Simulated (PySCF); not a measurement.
# Bond length, frequency and bond energy of Al2 by level of theory

State: ³Πu (triplet), unpaired electrons σ ↑, π ↑. Set-up: Al def2-SVP; no relativity (PySCF 2.14). De refers to Al + Al in their high-spin ground configurations, without counterpoise correction. The functionals are run spin-unrestricted.

| Level | Re (Å) | ωe (cm⁻¹) | De (eV) |
| --- | --- | --- | --- |
| UHF | 2.743 | 281 | 0.75 |
| UHF-MP2 | 2.694 | 301 | 1.19 |
| UHF-SCS-MP2 | 2.689 | 305 | 1.08 |
| UHF-CCSD | 2.695 | 297 | 1.18 |
| UHF-CCSD(T) | 2.694 | 297 | 1.27 |
| PBE | 2.755 | 261 | 1.63 |
| revPBE | 2.771 | 256 | 1.52 |
| r²SCAN | 2.736 | 272 | 1.61 |
| PBE0 | 2.728 | 276 | 1.51 |
| B97-3 | 2.734 | 274 | 1.44 |
| M06 | 2.717 | 272 | 1.49 |
| LC-ωPBE | 2.675 | 306 | 1.27 |

The bond length runs from 2.675 Å (LC-ωPBE) to 2.771 Å (revPBE). De spans 0.75 eV (UHF, mean field) to 1.63 eV (PBE, GGA). Correlation at CCSD(T) changes the Hartree–Fock bond energy by +0.52 eV; the triples alone change it by +0.09 eV.

Correlated steps freeze 10 core orbitals. Correlated levels converge slowly with the basis: in double zeta they bind strong bonds too weakly, by up to about 1 eV, and carry superposition errors of some tenths. The state is the lowest determinant that a PBE0 search found; another state may lie lower at other levels.
